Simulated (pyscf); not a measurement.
Single points on ωB97X-D3(BJ)/def2-SVP structures (PySCF, gas phase). Correlated levels are frozen-core, on RHF or UHF. ΔMP2 is the change of the MP2 total energy from the triple- to the quadruple-zeta basis.

Q: For the elementary gas-phase step `[OH][B]([F])[Cl]` + `[FH]` → `[OH][B]([F])[F]` + `[ClH]` (singlet surface; B–Cl, F–H broken, B–F, Cl–H formed), what barrier and reaction energy does CCSD(T)/def2-TZVPP + ΔMP2(QZVPP) give, measured from the separated reactants?

A: ΔE‡ = 19.2 kcal/mol, ΔE = -14.8 kcal/mol. Zero-point energy shifts the barrier by -0.8 kcal/mol. It is a four-centre exchange, with an imaginary mode of 842i cm⁻¹. One saddle was located; it need not be the lowest between these sides. The CCSD(T) − MP2 part came from Ansatz, without density fitting, on the same reference.
